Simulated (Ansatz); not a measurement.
Total energies of AlH$_{5}$OSi (`[AlH2][O][SiH3]`).

```xyz
8

Al    1.224   -1.372   -0.339
O     0.131   -0.135   -0.019
Si   -0.939    1.053    0.262
H     1.476   -2.447    0.789
H     1.937   -1.385   -1.748
H    -0.247    2.227    0.857
H    -1.991    0.587    1.205
H    -1.591    1.473   -1.007
```

Charge 0, multiplicity 1. The structure was optimised at the PBE0-D4/def2-TZVP level. Basis def2-TZVPP, Ansatz.

RPA on PBE orbitals: Hartree–Fock energy of these orbitals -608.72791 Eh, correlation -0.79210 Eh (frozen core).

```
functional  energy without D4 (Eh)  D4 term (kJ/mol)
      BLYP              -610.26145             -27.8
     B3LYP              -610.33441             -20.7
```

Q: Give the same for LDA (SPW92), PBE, revPBE, r2SCAN, B97M-V, PBE0, r2SCANh, r2SCAN0, HSE06 (plane-wave form), BHLYP, CAM-B3LYP, LC-ωPBE, ωB97X-V, ωB97M-V, B2PLYP, PBE-QIDH. (Best estimate.)

A: Ansatz gave: 
```json
{"functional": "LDA (SPW92)", "energy without D4 (Eh)": "-607.47296", "D4 term (kJ/mol)": "–"}
{"functional": "PBE", "energy without D4 (Eh)": "-609.89283", "D4 term (kJ/mol)": "-12.7"}
{"functional": "revPBE", "energy without D4 (Eh)": "-610.13095", "D4 term (kJ/mol)": "-36.9"}
{"functional": "r2SCAN", "energy without D4 (Eh)": "-610.18518", "D4 term (kJ/mol)": "-3.0"}
{"functional": "B97M-V", "energy without D4 (Eh)": "-610.13100", "D4 term (kJ/mol)": "–"}
{"functional": "PBE0", "energy without D4 (Eh)": "-609.95206", "D4 term (kJ/mol)": "-10.8"}
{"functional": "r2SCANh", "energy without D4 (Eh)": "-610.17769", "D4 term (kJ/mol)": "-3.3"}
{"functional": "r2SCAN0", "energy without D4 (Eh)": "-610.16720", "D4 term (kJ/mol)": "-3.6"}
{"functional": "HSE06 (plane-wave form)", "energy without D4 (Eh)": "-609.93525", "D4 term (kJ/mol)": "-10.1"}
{"functional": "BHLYP", "energy without D4 (Eh)": "-610.25211", "D4 term (kJ/mol)": "-16.8"}
{"functional": "CAM-B3LYP", "energy without D4 (Eh)": "-610.27184", "D4 term (kJ/mol)": "-11.0"}
{"functional": "LC-ωPBE", "energy without D4 (Eh)": "-610.06285", "D4 term (kJ/mol)": "–"}
{"functional": "ωB97X-V", "energy without D4 (Eh)": "-610.16939", "D4 term (kJ/mol)": "–"}
{"functional": "ωB97M-V", "energy without D4 (Eh)": "-610.20723", "D4 term (kJ/mol)": "–"}
{"functional": "B2PLYP", "energy without D4 (Eh)": "-609.99445", "D4 term (kJ/mol)": "–"}
{"functional": "PBE-QIDH", "energy without D4 (Eh)": "-609.77495", "D4 term (kJ/mol)": "–"}
```

B3LYP takes the VWN-RPA correlation (the form of Gaussian; ORCA's B3LYP/G). HSE06 is the plane-wave form, built on full-range PBE exchange. The double hybrids freeze the cores in their second-order part.

LC-ωPBE has ω = 0.4 bohr⁻¹.
